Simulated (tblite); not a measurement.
Species: tert-butylphosphine, C4H11P.
SMILES: `CC(C)(C)P`

Method: GFN2-xTB as coded in tblite; computed harmonic values from a numerical Hessian at the method's own geometry, unscaled. This tight-binding method is rough: wavenumbers can miss measured ones by several per cent, in bad cases by 10 to 20. Modes of hydrogen on phosphorus can be 10 to 20 % off.

Harmonic wavenumbers (cm⁻¹): 148.1, 211.5, 236.5, 243.3, 254.8, 275.8, 354.3, 384.6, 386.0, 613.4, 819.3, 835.3, 859.8, 960.0, 961.7, 964.4, 1031.0, 1032.6, 1142.0, 1198.7, 1232.9, 1236.1, 1404.9, 1405.7, 1426.0, 1485.3, 1487.9, 1488.3, 1499.9, 1501.3, 1506.0, 2256.6, 2317.0, 3004.3, 3005.6, 3008.0, 3010.8, 3013.8, 3015.1, 3019.4, 3021.1, 3021.8.

A = 4437, B = 2884, C = 2882 MHz; mass 90.060 u (most abundant isotopes); point group Cs, symmetry number 1.

What is the zero-point energy?

½Σν̃ = 30140 cm⁻¹ = 360.56 kJ/mol.

What is S at 298.15 K and 1 bar for an ideal gas of classical rigid rotors and harmonic oscillators?

Translation 164.98, rotation 111.16, vibration 69.12: S = 345.3 J/(mol K).

And Cp and H(298.15 K) − H(0)?

Cp = 123.81 J/(mol K), of which vibrations give 90.56 (their classical limit is 42 R = 349.2); H(298.15 K) − H(0) = 22.51 kJ/mol without the zero-point energy, 12.59 from vibrations.

Blend soft modes into free rotors: weight 1/[1 + (100 cm⁻¹/ν̃)⁴] for the oscillator and the rest for a rotor with moment μB/(μ + B), μ = h/(8π²ν), B = 10⁻⁴⁴ kg m². What vibrational entropy results?

69.09 J/(mol K) in place of 69.12, which changes −T·S at 298.15 K by +0.01 kJ/mol.

What must be added to the electronic energy to get the Gibbs energy at 298.15 K and 1 bar?

ZPE + [H(298.15 K) − H(0)] − T·S = 360.56 + 22.51 − 102.94 = 280.13 kJ/mol.

Hindered rotation and anharmonicity are outside this model.

The run took 0.62 s on one thread, Arm Neoverse N1 (aarch64), shared host with 64 logical CPUs at a one-minute load of 61. The figure is for the frequency step alone.

Shape of the structure used: `[CH3:1][C:2]([CH3:3])([CH3:4])[PH2:5]`: H–P5–C2–C1 -46°, H–P5–C2–C1 46°.
